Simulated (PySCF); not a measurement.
`CC[PH](=O)CC`: 4 charge schemes on one density

Species: C₄H₁₁OP.
Numbering: `[CH3:1][CH2:2][PH:3](=[O:4])[CH2:5][CH3:6]` (hydrogens: H7, H8, H9 on C1; H10, H11 on C2; H12 on P3; H13, H14 on C5; H15, H16, H17 on C6)

Geometry (PBE0-D3(BJ)/def2-SVP, Å), atoms numbered from 1 in this order:
```xyz
17
C4H11OP angstrom
C     -2.3063    0.2801   -0.0973
C     -1.4850   -0.9481    0.2632
P      0.2809   -0.8736   -0.1801
O      1.0451   -2.1349    0.0722
C      0.9724    0.5891    0.6617
C      2.4802    0.6737    0.4663
H     -1.9936    1.1663    0.4755
H     -3.3733    0.1145    0.1129
H     -2.2183    0.5260   -1.1676
H     -1.5176   -1.1658    1.3441
H     -1.8638   -1.8535   -0.2394
H      0.2281   -0.4478   -1.5493
H      0.4555    1.4950    0.3037
H      0.7236    0.4725    1.7308
H      2.7402    0.8467   -0.5899
H      2.9125    1.4946    1.0570
H      2.9542   -0.2698    0.7733
```

Density: PBE0/pcSseg-1 (PySCF); schemes: Mulliken, IAO, Hirshfeld and ESP-fitted. The structure is a single PBE0-D3(BJ)/def2-SVP conformer in the gas phase; no vibrational or solvent corrections.

Problem. At which atom do the 4 schemes differ most?

Solution. At P3: from +0.407 (Hirshfeld) to +1.394 e (IAO), 0.987 e apart.

Problem. For which atoms does the sign change between the 4 schemes (beyond +0.03 e in one, beyond −0.03 e in another)?

Solution. For none.

Problem. Which atoms carry the lowest charge in the Mulliken, IAO, Hirshfeld and ESP-fitted schemes?

Solution. All schemes agree: Mulliken O4 (-0.626); IAO O4 (-0.917); Hirshfeld O4 (-0.411); ESP-fitted O4 (-0.645).

Problem. Give the atomic charges in each scheme.

Solution. In e:

| atom | environment | Mulliken | IAO | Hirshfeld | ESP-fitted |
| --- | --- | --- | --- | --- | --- |
| C1 | methyl carbon | -0.305 | -0.412 | -0.111 | -0.207 |
| C2 | sp3 carbon bound to phosphorus | -0.512 | -0.512 | -0.107 | -0.224 |
| P3 | phosphoryl phosphorus | +0.826 | +1.394 | +0.407 | +0.715 |
| O4 | phosphoryl oxygen | -0.626 | -0.917 | -0.411 | -0.645 |
| C5 | sp3 carbon bound to phosphorus | -0.535 | -0.509 | -0.109 | -0.029 |
| C6 | methyl carbon | -0.279 | -0.410 | -0.112 | -0.384 |
| H7 | methyl hydrogen | +0.128 | +0.138 | +0.041 | +0.047 |
| H8 | methyl hydrogen | +0.137 | +0.151 | +0.048 | +0.090 |
| H9 | methyl hydrogen | +0.123 | +0.140 | +0.041 | +0.061 |
| H10 | methylene hydrogen | +0.163 | +0.156 | +0.052 | +0.089 |
| H11 | methylene hydrogen | +0.169 | +0.162 | +0.054 | +0.106 |
| H12 | P–H hydrogen | +0.005 | -0.118 | -0.015 | -0.058 |
| H13 | methylene hydrogen | +0.152 | +0.144 | +0.043 | +0.036 |
| H14 | methylene hydrogen | +0.159 | +0.150 | +0.048 | +0.062 |
| H15 | methyl hydrogen | +0.120 | +0.138 | +0.041 | +0.102 |
| H16 | methyl hydrogen | +0.128 | +0.144 | +0.044 | +0.104 |
| H17 | methyl hydrogen | +0.147 | +0.160 | +0.045 | +0.134 |

Mean size of the charges over all atoms: IAO 0.339 e, Mulliken 0.266 e, ESP-fitted 0.182 e, Hirshfeld 0.102 e. Each set sums to the total charge, 0, to within 0.001 e. The Hirshfeld scheme divides the density at each point in proportion to the densities of the neutral, spherically averaged free atoms. The IAO scheme counts the electrons in orthogonalised intrinsic atomic orbitals, a minimal basis polarised so that it spans the occupied orbitals exactly.

Problem. Sum the charges by element, for elements with more than one atom.

Solution. 
| element | atoms | Mulliken | IAO | Hirshfeld | ESP-fitted |
| --- | --- | --- | --- | --- | --- |
| C | 4 | -1.631 | -1.843 | -0.438 | -0.844 |
| H | 11 | +1.431 | +1.366 | +0.442 | +0.774 |

Problem. How many electrons does the IAO scheme count on C2?

Solution. Z − q = 6 − (-0.512) = 6.512.

Problem. How closely do the schemes follow one another over all atoms?

Solution. Correlation coefficient and root-mean-square difference: Mulliken with IAO 0.97, 0.163 e; IAO with Hirshfeld 0.97, 0.330 e; Hirshfeld with ESP-fitted 0.97, 0.128 e; IAO with ESP-fitted 0.95, 0.236 e; Mulliken with Hirshfeld 0.93, 0.207 e; Mulliken with ESP-fitted 0.89, 0.158 e.

These values come from a run that also computed NMR shieldings. Hardware: one thread, Intel Xeon 6975P-C (x86_64), no GPU (shared host). Cost: 14 s wall, 0.94 GiB resident at most.
